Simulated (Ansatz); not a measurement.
# Si2: vertical and adiabatic energies of changing the electron count, by script

A script is to give vertical and adiabatic energies of changing the electron count; the system is Si2.

Program: Ansatz 0.2.0 through its Python package. Level of theory: PBE/cc-pVDZ. These are calculated values, not measurements.

### Step 1. The system

Bond lengths: Si1–Si2 2.230 Å.

The script holds or builds the structure itself.

### Step 2. The code

Input file si2_adiabatic.py:

```python
"""How Si2 relaxes after losing an electron."""

import ansatz as az
import numpy as np

GEOMETRY = """
Si    0.00000    0.00000    0.00000
Si    0.00000    0.00000    2.23000
"""

mol = az.Crystal.molecule()
for line in GEOMETRY.strip().splitlines():
    symbol, *xyz = line.split()
    mol = mol.atom(symbol, [float(v) for v in xyz])

calc = (
    mol.calculation()
    .basis(gaussian="cc-pVDZ")
    .functional("pbe")
    .spin("collinear", total=2)
)
symbols = [site.symbol for site in mol.cartesian_sites]
start = np.array([site.position_ang for site in mol.cartesian_sites], dtype=float)
data = calc.relax(force_tolerance=0.01).run(threads=1).report
end = np.array(data["positions_ang"])

minimum = az.Crystal.molecule()
for symbol, place in zip(symbols, end):
    minimum = minimum.atom(symbol, place.tolist())
ion = minimum.calculation().basis(gaussian="cc-pVDZ").functional("pbe").charge(1).spin("collinear", total=1)
vertical = ion.run(threads=1).report
settled = ion.relax(force_tolerance=0.01, max_steps=80).run(threads=1).report
print(f"vertical ionisation energy   {vertical['free_energy_ev'] - data['free_energy_ev']:.3f} eV")
print(f"adiabatic, no zero point     {settled['free_energy_ev'] - data['free_energy_ev']:.3f} eV")
print(f"relaxation energy of the ion {vertical['free_energy_ev'] - settled['free_energy_ev']:.3f} eV")
ionised = np.array(settled["positions_ang"])
print("final positions (A) and the move of each atom")
for symbol, xyz, old in zip(symbols, ionised, end):
    print(f"{symbol:2s} {xyz[0]:10.5f} {xyz[1]:10.5f} {xyz[2]:10.5f}   {np.linalg.norm(xyz - old):7.4f}")
```

### Step 3. The calls as engine input

The engine receives this input (first run):

```yaml
crystal:
  periodic: [false, false, false]
  atoms:
    - { symbol: Si, position_ang: [0.0, 0.0, 0.0] }
    - { symbol: Si, position_ang: [0.0, 0.0, 2.23] }
basis:
  gaussian:
    orbitals: cc-pVDZ
hamiltonian:
  xc: pbe
magnetization:
  spin_polarized: true
  initial_magnetization: 2.0
relax:
  f_tol: 0.01
```

### Step 4. Running it

Command:

```bash
python si2_adiabatic.py
```

**Question.** What results will this script give? Wanted: vertical ionisation energy; adiabatic ionisation energy, no zero point.

**Answer**, as computed:

```
                                  quantity     value
                vertical ionisation energy  8.133 eV
adiabatic ionisation energy, no zero point  8.133 eV
                             runs compared         3
```

The ionisation energy is a difference of two total energies at the neutral geometry; letting the ion relax lowers it by 0.00 eV. Run 1: After 3 moves the largest shift is 0.039 Å. Run 3: After 1 move the largest shift is 0.001 Å. The start was already close to the minimum. Reading the output:
- The energies are electronic: no zero-point or thermal terms, and the basis set is short of its limit. The product may relax into another structure. The relaxation finds the nearest minimum, so the adiabatic value is an upper bound.
- The species is open-shell (spin multiplicity 3).
- Only the spin states typed were run; another state of an ion can lie lower, by up to an eV or two.
- The spin state was assumed, and another may lie lower.
